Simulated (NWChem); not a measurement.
## Correlation energy of H₂Si

```
Si
H 1 1.4947
H 1 1.4947 2 118.81
```
Charge 0, spin multiplicity 3.

Everything below was run with NWChem. The geometry was optimised at UB3LYP/def2-SVP, a minimum by its harmonic frequencies.

Basis set: def2-TZVP. Each correlation energy counts from its own Hartree-Fock reference.

The correlated methods keep 5 core orbitals frozen. This spin state was chosen for the runs; another may lie lower. The structure started from a generated list of species. The unpaired electrons of the parent sit in orbitals of symmetry a1 and b2 (C2v labels of the run); other states weren't searched. No SCF solution was tested for a lower state. Open-shell Hartree-Fock references start from PBE0 orbitals. No row is a measurement; the coupled-cluster row has its own basis-set and correlation limits.

Question: For the correlation energy, UMP2 gives -83.6 mHa and SCS-UMP2 gives -87.4 mHa. What do CCSD on UHF, CCSD[T] on UHF, CCSD(T) on UHF give?

Answer: CCSD on UHF: -106.7 mHa; CCSD[T] on UHF: -109.7 mHa; CCSD(T) on UHF: -109.6 mHa.
